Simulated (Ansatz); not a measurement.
Relaxation of C2H4Li (7 atoms, charge 0, multiplicity 2), to a largest force component of 0.015 eV/Å in at most 40 steps.

All numbers below come from UKS PBE0-D4/def2-SVP in Ansatz.

```xyz
7
Properties=species:S:1:pos:R:3:forces:R:3
Li -2.075 -0.129 0.301 -0.42 0.00 0.24
C -0.117 -0.078 -0.567 1.26 0.13 0.23
C 0.677 0.119 0.533 -0.46 -0.13 -0.73
H -0.159 -1.062 -1.015 -0.26 -0.46 -0.16
H -0.301 0.750 -1.238 -0.33 0.36 -0.27
H 1.087 -0.710 1.084 0.15 -0.49 0.41
H 0.946 1.109 0.860 0.06 0.58 0.28
```

Question: Where does it end, and by what steps?

Answer: It converged. The force dipped under the threshold on the way, but the program's further checks kept it going. After 7 steps the energy has fallen by 0.246 eV; Li1 moved furthest, 0.44 Å. Parted: Li1–C2.

```tsv
step	energy less start (eV)	largest force component (eV/Å)	accepted
0	0.0000	1.263	yes
1	-0.0833	0.961	yes
2	-0.1455	0.615	yes
3	-0.1840	0.340	yes
4	-0.2360	0.515	yes
5	-0.2452	0.190	yes
6	-0.2459	0.014	yes
7	-0.2460	0.010	yes
```

```xyz
7
Properties=species:S:1:pos:R:3
Li -2.337 -0.105 0.658
C 0.113 -0.078 -0.712
C 0.674 0.113 0.486
H -0.038 -1.082 -1.124
H -0.184 0.761 -1.350
H 0.988 -0.727 1.114
H 0.842 1.117 0.888
```

Whether the end is a true minimum wasn't checked by a vibrational analysis.

Time of the run: 22 s on 1 CPU thread of a shared host.
